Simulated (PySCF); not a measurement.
# BH₂ + BF₂ → 2 BHF

Level: PBE0 in the def2-TZVP basis family, all electrons, no relativity, computed in PySCF with density fitting; open shells unrestricted.

| species | state and structure | E (Eh) | ZPE (kJ/mol) | H(298 K) − H(0) (kJ/mol) | S° (J/(mol K)) |
| --- | --- | --- | --- | --- | --- |
| BH₂ | doublet, C2v, B–H 1.191 Å (×2); H–B–H 129.4° | -25.89448 | 37.8 | 10.0 | 194.2 |
| BF₂ | doublet, C2v, B–F 1.306 Å (×2); F–B–F 121.1° | -224.44583 | 18.7 | 10.5 | 246.6 |
| BHF | doublet, Cs, B–F 1.301 Å, B–H 1.206 Å; F–B–H 121.0° | -125.17116 | 29.1 | 10.0 | 228.1 |

(1) What is the electronic reaction energy?

(2) Add zero-point, thermal and entropy terms for 298.15 K and 1 bar.

## Answers

(1) At PBE0/def2-TZVP, ΔE = -5.3 kJ/mol from the differences of the total energies times 2625.5, downhill. Ligand scrambling is nearly thermoneutral, as expected when bond energies add up.

(2) ΔZPE = 1.7 and Δ[H(298) − H(0)] = -0.5 kJ/mol give ΔH° = -4.1 kJ/mol. ΔS° = 15.4 J/(mol K), so ΔG° = -4.1 − 298.15 × (0.0154) = -9 kJ/mol and log₁₀K = 1.5.

The structures come from searches over a few start shapes, so lower isomers are not excluded.
